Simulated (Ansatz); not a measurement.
Corundum Cr₂O₃, treated with rVV10 in Ansatz (plane waves, PAW).

Settings: plane-wave cutoff 520 eV, 8×8×8 k mesh, Fermi–Dirac smearing 0.01 eV, spin-polarised with opposed moments, scalar-relativistic PAW data made under PBE.

The cell is scaled about its equilibrium volume:

Shape and atoms are relaxed at each volume.

```tsv
V (Å³/atom)	P (GPa)	direct gap at Γ (eV)	smallest gap on the k mesh (eV)	c (Å)
9.453	9.29	1.780	1.585	13.698
9.650	4.43	1.832	1.613	13.763
9.847	0.00	1.866	1.634	13.836
10.044	-4.00	1.881	1.647	13.912
10.241	-7.62	1.881	1.634	13.986
```

The fundamental gap (1.63 eV at the equilibrium volume, with added k points) lies elsewhere than Γ–Γ.

Measured, for comparison: band gap 3.3 ± 0.1 eV (temperature not stated, not corrected to a static lattice, middle of the range; as tabulated in Medasani et al. (2019), arXiv:1904.04625).

Note: without U or exact exchange, gaps and moments of open d shells tend to come out too small; the bulk modulus comes from volumes at which shape and atoms were relaxed.

Ansatz is an electronic-structure program.
